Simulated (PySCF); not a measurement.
SMILES ClCl (Cl2), singlet, B3LYP/def2-SVP optimised geometry.

```
2

Cl    -1.03     0.00     0.00
Cl     1.03     0.00     0.00
```

Density from B3LYP/def2-TZVP (PySCF 2.14.0) at that geometry.

Minimum of the electron density along straight lines between bonded atoms, close to the bond critical point (lines longer than 1.1 times the sum of covalent radii, or with two minima, are not listed):

| bond | length / Å | ρ at the minimum / e bohr⁻³ | ∇²ρ there / e bohr⁻⁵ | position (fraction from the first atom) |
|---|---|---|---|---|
| Cl1–Cl2 | 2.056 | 0.141 | 0.00 | 0.50 |
